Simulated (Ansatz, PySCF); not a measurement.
Species: C4H4N (charge 0, doublet). It need not be the lowest isomer of its formula. 
Structure (B3LYP-D3(BJ)/def2-TZVP (Ansatz, a program for electronic structure) minimum search):
SMILES: [N]1C=CC=C1
```xyz
9

N     -0.0054     0.0108     1.2420
C      0.0092     1.0674     0.4151
C     -0.0129    -1.0600     0.4335
C      0.0113     0.6704    -0.9867
C     -0.0028    -0.6874    -0.9749
H      0.0180     2.0783     0.7998
H     -0.0251    -2.0641     0.8357
H      0.0219     1.3324    -1.8374
H     -0.0062    -1.3643    -1.8140
```
Charge 0, spin multiplicity 2.

Dipole moments at this geometry, in debye (magnitudes).

| level | program | dipole (D) |
|---|---|---|
| HF/def2-TZVPD | PySCF | 2.21 |
| SVWN5/def2-TZVPD | PySCF | 2.06 |
| PBE/def2-TZVPD | Ansatz | 2.01 |
| r2SCAN/def2-TZVPD | Ansatz | ? |
| B97M-V/def2-TZVPD | Ansatz | 2.02 |
| M06-2X/def2-TZVPD | PySCF | 2.08 |
| CAM-B3LYP/def2-TZVPD | Ansatz | 2.15 |
| LC-wPBE/def2-TZVPD | Ansatz | 2.16 |
| wB97M-V/def2-TZVPD | Ansatz | ? |

Question: Some entries are withheld; supply them.

Answer: 
- r2SCAN/def2-TZVPD, dipole (D): 2.09
- wB97M-V/def2-TZVPD, dipole (D): 2.08
